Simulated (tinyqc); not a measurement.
Stretching all distances: RHF, UHF, MP2, CISD and CCSD against full CI in the sto-3g basis, for HF, spin multiplicity 1. Computed by the program tinyqc with PySCF. All coordinates are multiplied by the scale. c0^2 is the weight of the RHF determinant in the lowest singlet FCI state (UHF is spin-contaminated and may lie near states of higher spin) and n(LUMO) the first natural occupation beyond the occupied space.

Geometry (angstrom):
```
atom       x       y       z
F     0.0000  0.0000  0.0000
H     0.0000  0.0000  0.8700
```

Full CI energy (hartree) and errors against it (kcal/mol):
```
scale  distance 1-2 (angstrom)     E(FCI)      RHF     UHF     MP2   CISD   CCSD  <S^2> UHF   c0^2  n(LUMO)
0.990                    0.861  -98.58083   13.726  13.726   4.291  0.000  0.000      0.000  0.988    0.023
1.220                    1.061  -98.59972   24.331  24.331   8.957  0.000  0.000      0.000  0.971    0.057
1.440                    1.253  -98.56780   39.212  37.504  16.087  0.000  0.000      0.201  0.939    0.120
1.670                    1.453  -98.52788   60.017  32.338  26.285  0.000  0.000      0.651  0.885    0.228
1.900                    1.653  -98.49576   85.404  20.249  38.085  0.000  0.000      0.846  0.811    0.374
2.130                    1.853  -98.47499  112.840  10.767  48.715  0.000  0.000      0.932  0.732    0.532
2.350                    2.045  -98.46394  137.883   5.386  54.803  0.000  0.000      0.969  0.666    0.665
2.580                    2.245  -98.45809  160.591   2.476  55.109  0.000  0.000      0.987  0.612    0.773
```

What does the comparison show, and why?

UHF parts from RHF first at scale 1.44 of those listed, where <S^2> leaves zero. The weight c0^2 goes from 0.99 to 0.61 and n(LUMO) from 0.02 to 0.77: static correlation grows as the bonds break into open-shell fragments. The spread of the error along the curve, which distorts its shape, is CISD 0.0, CCSD 0.0, UHF 35.0, MP2 50.8, RHF 146.9 kcal/mol. With one virtual orbital CISD and CCSD are exact.
